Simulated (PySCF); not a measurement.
# LiP (triplet) with other numerical set-ups

Aim: see how much the energy and properties of LiP (triplet) depend on the numerical set-up.

Method: each script names its method and basis; program: PySCF 2.14.0.

1 further run of the same task is left out (it didn't finish).

### Step 1. The system as given

LiP (triplet): 2 atoms, charge 0, spin multiplicity 3.

Bond lengths: Li1–P2 2.350 Å.

### Step 2. The run that the others are compared with

Input file input.py:

```python
from pyscf import gto, scf

mol = gto.M(
    atom='Li 0 0 0; P 0 0 2.35',
    basis='minao',
    charge=0,
    spin=2,
    verbose=3,
)
mf = scf.ROHF(mol)
mf = mf.density_fit(auxbasis='def2-universal-jkfit')
mf.kernel()
mf.dip_moment()
print('orbital energies (hartree):', mf.mo_energy[..., max(0, mol.nelec[1]-3):mol.nelec[0]+3].round(4))
```

Run with:

```
$ OMP_NUM_THREADS=1 python input.py
```

The log of this run is left out.

In short: E(SCF) = -348.132681 Eh, μ = 6.52 D.

The bond length is a typed value, not an optimised one. The triplet is typed in the script; nothing here shows that it is the ground state.

### Step 3. Jorge-dzp

Run 1 changes basis set: minao → jorge-dzp.

Input file input.py:

```python
from pyscf import gto, scf

mol = gto.M(
    atom='Li 0 0 0; P 0 0 2.35',
    basis='jorge-dzp',
    charge=0,
    spin=2,
    verbose=3,
)
mf = scf.ROHF(mol)
mf = mf.density_fit(auxbasis='def2-universal-jkfit')
mf.kernel()
mf.dip_moment()
print('orbital energies (hartree):', mf.mo_energy[..., max(0, mol.nelec[1]-3):mol.nelec[0]+3].round(4))
```

Run with:

```
$ OMP_NUM_THREADS=1 python input.py
```

### Step 4. Density fitting auto

Run 2 changes density fitting: def2-universal-jkfit → auto.

Changes to input.py since step 2:

```diff
@@ -10,3 +10,3 @@
 mf = scf.ROHF(mol)
-mf = mf.density_fit(auxbasis='def2-universal-jkfit')
+mf = mf.density_fit()
 mf.kernel()
```

### Step 5. Spin-free X2C on

Run 3 changes spin-free X2C: off → on.

Changes to input.py since step 2:

```diff
@@ -10,2 +10,3 @@
 mf = scf.ROHF(mol)
+mf = mf.sfx2c1e()
 mf = mf.density_fit(auxbasis='def2-universal-jkfit')
```

Before running it: what results should come out? Wanted: for each run, E(SCF); from base; SCF dipole.

As calculated:

| run | E(SCF) (hartree) | from base (eV) | SCF dipole (D) | functions |
| --- | --- | --- | --- | --- |
| base | -348.132681 | 0 | 6.52 | 11 |
| jorge-dzp | -348.156333 | -0.6436 | 7.20 | 39 |
| density fitting auto | -348.132415 | +0.0072 | 6.51 | 11 |
| spin-free X2C on | -348.862715 | -19.8652 | 6.54 | 11 |

What this shows: The largest comparable shift of the SCF energy, -19.865 eV, comes with the run “spin-free X2C on”. jorge-dzp (39 functions) gives an energy 0.64 eV lower than minao (11). Scalar relativity lowers the total energy by 19.87 eV, nearly all of it in the inner shells; a basis contracted without relativity catches only part of it.
